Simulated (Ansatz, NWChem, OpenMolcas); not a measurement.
**Li2 (lithium dimer): methods side by side**

Li2: 2 atoms, total charge 0, spin state singlet. As SMILES, `[Li][Li]`. The bond length is the measured one.

```xyz
2

Li    0.0000    0.0000    0.0000
Li    0.0000    0.0000    2.6729
```

Each level gives the atomisation enthalpy at 298 K (kJ/mol). The values are calculated. The thermal term (zero-point and 298 K enthalpy, harmonic and unscaled) is that of PBE0/aug-cc-pVTZ; the spin-orbit lowering of the free atoms at 298 K, 0.0 kJ/mol by their spectra, is taken off.

Question: The value from experiment is 103 kJ/mol (NIST-JANAF tables). From what is known of these methods, estimate their order from the nearest to it to the farthest.
A. SVWN5/aug-cc-pVTZ (Ansatz)
B. CAM-B3LYP/aug-cc-pVTZ (Ansatz)
C. HF/aug-cc-pVTZ (OpenMolcas)
D. TPSS/aug-cc-pVTZ (NWChem)
E. PBE/aug-cc-pVTZ (Ansatz)

Answer: A (100 kJ/mol, -3), D (96 kJ/mol, -7), B (89 kJ/mol, -14), E (85 kJ/mol, -18), C (16 kJ/mol, -87).
